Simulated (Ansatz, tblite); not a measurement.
# Diborane 1,1-di F (B2H4F2): rung by rung

Aim: run the singlet of diborane 1,1-di F (B2H4F2) at one geometry on many levels, and compare frontier levels, spin and run time.

The runs use Ansatz 0.2.0, Gaussian basis; as each input shows.

Plan: GFN1-xTB, GFN2-xTB, PBE-D4/def2-TZVP, r2SCAN-D4/def2-TZVP, ωB97M-V/def2-TZVP, ωB97X-V/def2-TZVP, LC-ωPBE/def2-TZVP, PBE-D4/def2-SVP, PBE0-D4/def2-SVP, HF/STO-3G, CCSD(T)/def2-TZVPP, MP2/def2-TZVP.

2 further runs of the same task are left out: 2 set aside as unsound or not needed.

### 1 The structure

The geometry is that of the singlet, from an earlier relaxation (PBE-D4/def2-TZVP).

8 atoms, charge 0, spin multiplicity 1.

Bond lengths: B1–B2 1.771 Å, B1–F3 1.340 Å, B1–F4 1.340 Å, B2–H5 1.285 Å, B2–H6 1.195 Å, B2–H7 1.195 Å, B2–H8 1.285 Å. Angles: B2–B1–F3 120.6°, B2–B1–F4 120.6°, F3–B1–F4 118.7°, B1–B2–H5 51.9°, B1–B2–H6 117.8°, B1–B2–H7 117.8°, B1–B2–H8 51.9°, H5–B2–H6 106.7°, H5–B2–H7 106.7°, H5–B2–H8 103.8°, H6–B2–H7 124.4°, H6–B2–H8 106.7°, H7–B2–H8 106.7°.

PBE0-D4/def2-TZVP was run before; its log isn't repeated, and its numbers join the tables.

### 2 GFN1-xTB

Tight binding, by tblite at 300 K electronic temperature and without a spin-polarisation term:

```python
tblite.interface.Calculator('GFN1-xTB', numbers, positions, charge=0, uhf=0).singlepoint()
```

Energy -414.9795 eV, HOMO -13.10 eV, LUMO -5.71 eV; 0.003 s.

### 3 GFN2-xTB

Tight binding, by tblite at 300 K electronic temperature and without a spin-polarisation term:

```python
tblite.interface.Calculator('GFN2-xTB', numbers, positions, charge=0, uhf=0).singlepoint()
```

Energy -382.0762 eV, HOMO -12.14 eV, LUMO -5.71 eV; 0.002 s.

### 4 PBE-D4/def2-TZVP

start.molden holds the orbitals of an earlier run on this state, given as this run's starting guess.

in.yaml reads:

```yaml
crystal:
  periodic: [false, false, false]
  atoms:
    - {symbol: B, position_ang: [0.526342, -0.605238, 0.354946]}
    - {symbol: B, position_ang: [-0.536447, 0.616651, -0.361665]}
    - {symbol: F, position_ang: [1.333641, -1.345085, -0.416623]}
    - {symbol: F, position_ang: [0.538718, -0.807124, 1.679136]}
    - {symbol: H, position_ang: [0.669671, 0.762082, 0.058215]}
    - {symbol: H, position_ang: [-1.235172, 1.247657, 0.373571]}
    - {symbol: H, position_ang: [-0.506705, 0.754806, -1.547832]}
    - {symbol: H, position_ang: [-0.790057, -0.623759, -0.139748]}
basis:
  gaussian: {orbitals: def2-TZVP, initial_orbitals: start.molden}
hamiltonian: {xc: pbe, dispersion: d4}
scf: {omitted_lower_state_checks: [starts]}
output: {forces: true, orbitals: {seedname: orbitals}}
```

Command:

```
$ ansatz run in.yaml --threads 2 --pin off --events-out ev --progress --plain --max-ram 4352MiB
```

The runs that follow: r2SCAN-D4/def2-TZVP; ωB97M-V/def2-TZVP; ωB97X-V/def2-TZVP; LC-ωPBE/def2-TZVP; PBE-D4/def2-SVP; PBE0-D4/def2-SVP; HF/STO-3G; CCSD(T)/def2-TZVPP; MP2/def2-TZVP.

Q: Predict the results of all the runs planned. Wanted: gap in def2-TZVP, named functionals, smallest and largest; correlation energy, CCSD(T)/def2-TZVPP; correlation energy, MP2/def2-TZVP; binding an atom, CCSD(T)/def2-TZVPP; PBE0 total energy, smallest basis above largest.

The runs gave:

```
                                                 quantity                                 value
gap in def2-TZVP, named functionals, smallest and largest  7.58 eV (PBE-D4), 15.33 eV (LC-ωPBE)
                   correlation energy, CCSD(T)/def2-TZVPP                             -21.48 eV
                        correlation energy, MP2/def2-TZVP                             -19.91 eV
                      binding an atom, CCSD(T)/def2-TZVPP                              3.789 eV
          PBE0 total energy, smallest basis above largest         8.13 eV (def2-SVP, def2-TZVP)
```

In words: Over the named functionals in def2-TZVP the gap runs from 7.58 eV (PBE-D4) to 15.33 eV (LC-ωPBE); exact exchange widens it. A small miss in a minimal or small basis is a cancelling of errors, not accuracy. The functionals in def2-TZVP miss CCSD(T)/def2-TZVPP by +0.081 (ωB97X-V) to +0.160 eV (PBE-D4) an atom. The reference is CCSD(T) in one finite basis, so it carries an error of its own, often a tenth of an eV or more, and near misses can't be ranked.
